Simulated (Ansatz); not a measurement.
# AlH4NO: the cost of one run

All numbers below are computed with Ansatz 0.2.0 (RKS B3LYP-D4/def2-SVP).

### 1 The starting structure

Bond lengths: Al1–H2 1.760 Å, Al1–O3 1.980 Å, O3–H4 1.010 Å, Al1–N5 1.920 Å, N5–H6 1.060 Å, N5–H7 1.060 Å. Angles: H2–Al1–O3 42.8°, H2–Al1–N5 157.3°, O3–Al1–N5 159.9°, Al1–O3–H4 105.4°, Al1–N5–H6 120.0°, Al1–N5–H7 120.0°, H6–N5–H7 120.0°.

Coordinates:

```xyz
7

Al    0.0000    0.0000    0.0000
H     1.0658    0.0000    1.4006
O     1.9504    0.0000    0.3409
H     2.2503   -0.9519    0.1860
N    -1.6627    0.0000   -0.9600
H    -2.3316   -0.8164   -0.8614
H    -1.9118    0.8164   -1.5886
```

### 2 A restrained relaxation towards end A

Springs on the bonds that form and break draw the guess towards this end; the thresholds are loose.

The input, input.yaml:

```yaml
crystal:
  periodic: [false, false, false]
  atoms:
    - { symbol: Al, position_ang: [0.0, 0.0, 0.0] }
    - { symbol: H, position_ang: [1.0658, 0.0, 1.4006] }
    - { symbol: O, position_ang: [1.9504, 0.0, 0.3409] }
    - { symbol: H, position_ang: [2.2503, -0.9519, 0.186] }
    - { symbol: "N", position_ang: [-1.6627, 0.0, -0.96] }
    - { symbol: H, position_ang: [-2.3316, -0.8164, -0.8614] }
    - { symbol: H, position_ang: [-1.9118, 0.8164, -1.5886] }
basis:
  gaussian: { orbitals: def2-SVP }
hamiltonian:
  xc: b3lyp
  dispersion: d4
relax:
  f_tol: 0.15
  max_steps: 25
  restrain:
    - { distance: [1, 2], at: 2.21, k: 30.0 }
    - { distance: [0, 1], at: 1.56, k: 30.0 }
    - { distance: [0, 2], at: 1.78, k: 30.0 }
```

Run with:

```console
> ansatz run input.yaml --threads 1 --pin off --max-ram 2048MiB --backend cpu --events-out ev --progress --plain --runs-dir out
```

What time and memory should one allow on 1 thread of Arm Neoverse V1, shared host?

About 22 s, with a peak of 0.13 GiB.
